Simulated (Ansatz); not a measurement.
Input file:

```yaml
crystal:
  periodic: [false, false, false]
  atoms:
    - { symbol: B, position_ang: [0.256147, -0.529809, -0.857709] }
    - { symbol: Si, position_ang: [-0.237058, 0.477554, 0.803207] }
    - { symbol: O, position_ang: [-0.46387, 1.986725, 0.741421] }
    - { symbol: H, position_ang: [-0.584722, -0.9699, -1.574953] }
    - { symbol: H, position_ang: [1.395066, -0.656193, -1.177177] }
    - { symbol: H, position_ang: [-0.365564, -0.308376, 2.065202] }
basis:
  gaussian: { orbitals: def2-TZVP }
hamiltonian:
  xc: b3lyp
neb:
  order_check: false
  images: 5
  f_tol: 0.03
  max_iterations: 60
  final_atoms:
    - { symbol: B, position_ang: [0.16650567, -0.7682143, -0.22880416] }
    - { symbol: Si, position_ang: [-0.23655628, 1.12087049, 0.32387293] }
    - { symbol: O, position_ang: [-0.54883087, 2.53179011, 0.75394428] }
    - { symbol: H, position_ang: [1.28651852, -0.63493301, -0.64082479] }
    - { symbol: H, position_ang: [-0.70224784, -0.93484097, -1.04138248] }
    - { symbol: H, position_ang: [0.03460981, -1.31467132, 0.83318521] }
  initial_path:
    images:
      - { positions_ang: [[0.256147, -0.529809, -0.857709], [-0.237058, 0.477554, 0.803207], [-0.46387, 1.986725, 0.741421], [-0.584722, -0.9699, -1.574953], [1.395066, -0.656193, -1.177177], [-0.365564, -0.308376, 2.065202]] }
      - { positions_ang: [[0.23572563, -0.52057762, -0.74998212], [-0.27650208, 0.56322364, 0.83146387], [-0.28087359, 2.05011253, 0.82932942], [-0.44763766, -1.18379244, -1.24923451], [1.23885782, -0.4859295, -1.24299527], [-0.46957112, -0.42303562, 1.58140962]] }
      - { positions_ang: [[0.21530425, -0.51134624, -0.64225524], [-0.31594616, 0.64889328, 0.85972073], [-0.09787718, 2.11350007, 0.91723783], [-0.31055332, -1.39768488, -0.92351603], [1.08264963, -0.31566599, -1.30881354], [-0.57357823, -0.53769524, 1.09761725]] }
      - { positions_ang: [[0.19488288, -0.50211486, -0.53452836], [-0.35539024, 0.73456293, 0.8879776], [0.08511924, 2.1768876, 1.00514625], [-0.17346898, -1.61157731, -0.59779754], [0.92644145, -0.14540249, -1.37463182], [-0.67758535, -0.65235486, 0.61382487]] }
      - { positions_ang: [[0.18542381, -0.59081467, -0.4326203], [-0.31577892, 0.86333212, 0.69994271], [-0.12619747, 2.29518844, 0.92141226], [0.31319352, -1.28602921, -0.61213996], [0.38354502, -0.40854865, -1.2635487], [-0.44018696, -0.87312702, 0.68694499]] }
      - { positions_ang: [[0.17596474, -0.67951448, -0.33071223], [-0.2761676, 0.99210131, 0.51190782], [-0.33751417, 2.41348927, 0.83767827], [0.79985602, -0.96048111, -0.62648237], [-0.15935141, -0.67169481, -1.15246559], [-0.20278858, -1.09389917, 0.7600651]] }
      - { positions_ang: [[0.16650567, -0.7682143, -0.22880416], [-0.23655628, 1.12087049, 0.32387293], [-0.54883087, 2.53179011, 0.75394428], [1.28651852, -0.63493301, -0.64082479], [-0.70224784, -0.93484097, -1.04138248], [0.03460981, -1.31467132, 0.83318521]] }
```

Run as:

```bash
$ ansatz run input.yaml --threads 2 --pin off --max-ram 3072MiB --backend cpu --events-out ev --progress --plain --runs-dir out
```

Hardware: 2 threads of Arm Neoverse V2, with other jobs on the host.

Question: Roughly how long does this run take, and how much memory?

Answer: 2.9 min, with a peak of 0.23 GiB, for 24 band iterations.
